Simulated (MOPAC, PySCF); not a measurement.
AlF3, SMILES `[F][Al]([F])[F]`, neutral singlet in the gas phase. 

Cartesian coordinates (Å):
SMILES: [F][Al]([F])[F]
```xyz
4

F     -0.9329    -1.3575    -0.0037
Al     0.0000     0.0000     0.0002
F      1.6420    -0.1292     0.0065
F     -0.7090     1.4867    -0.0030
```
Charge 0, multiplicity 1.

All levels are single points at this geometry (PBE-D3(BJ)/def2-TZVP); Pople sets use spherical d functions. Orbital energies aren't observables, and empty levels follow the basis.

HF/6-31G* in PySCF gives HOMO (eV) = -16.88.

**Question.** Estimate the HOMO (eV) from each of these levels: PBE-D3(BJ)/def2-TZVP in PySCF; B3LYP/6-311+G** in PySCF; B3LYP/6-31G* in PySCF; B3LYP/LANL2DZ in PySCF; BP86/6-31G* in PySCF; M06-2X/6-31G* in PySCF; PBE/6-31G* in PySCF; SVWN5/6-31G* in PySCF; HF/3-21G in PySCF; HF/STO-3G in PySCF; PM6 in MOPAC; PM7 in MOPAC.

**Answer.** 
```json
[
 {"level": "PBE-D3(BJ)/def2-TZVP in PySCF", "HOMO (eV)": "-9.61"},
 {"level": "B3LYP/6-311+G** in PySCF", "HOMO (eV)": "-11.56"},
 {"level": "B3LYP/6-31G* in PySCF", "HOMO (eV)": "-10.77"},
 {"level": "B3LYP/LANL2DZ in PySCF", "HOMO (eV)": "-11.45"},
 {"level": "BP86/6-31G* in PySCF", "HOMO (eV)": "-9.08"},
 {"level": "M06-2X/6-31G* in PySCF", "HOMO (eV)": "-13.33"},
 {"level": "PBE/6-31G* in PySCF", "HOMO (eV)": "-8.96"},
 {"level": "SVWN5/6-31G* in PySCF", "HOMO (eV)": "-9.19"},
 {"level": "HF/3-21G in PySCF", "HOMO (eV)": "-16.29"},
 {"level": "HF/STO-3G in PySCF", "HOMO (eV)": "-10.22"},
 {"level": "PM6 in MOPAC", "HOMO (eV)": "-14.52"},
 {"level": "PM7 in MOPAC", "HOMO (eV)": "-14.59"}
]
```
